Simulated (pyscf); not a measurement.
One four-centre exchange on the singlet surface with elements of a group swapped. ωB97M-D3(BJ)/def2-TZVP, kJ/mol, from the separated reactants. Single points on ωB97X-D3(BJ)/def2-SVP structures (PySCF, gas phase).

```csv
step,barrier,reaction energy,imaginary mode (i cm⁻¹)
H₂B–AsH₂ + H₂O -> HO–BH–AsH₂ + H₂,48.1,-120.5,1387
H₂B–PH₂ + H₂O -> HO–BH–PH₂ + H₂,___,___,1398
```

What belongs in the gaps?


- H₂B–PH₂ + H₂O -> HO–BH–PH₂ + H₂, barrier: 54.3
- H₂B–PH₂ + H₂O -> HO–BH–PH₂ + H₂, reaction energy: -113.4

Row 1: On the reactant side the descent ends in an adduct with a B–O contact, 62.6 kJ/mol under the separated species and 113.3 kJ/mol under the saddle at ωB97X-D3(BJ)/def2-TZVP. Row 2: On the reactant side the descent ends in an adduct with a B–O contact, 51.4 kJ/mol under the separated species and 108.5 kJ/mol under the saddle at ωB97X-D3(BJ)/def2-TZVP. Each row is the saddle that its search found. Elements up to Kr have no core potential and no relativistic terms here.
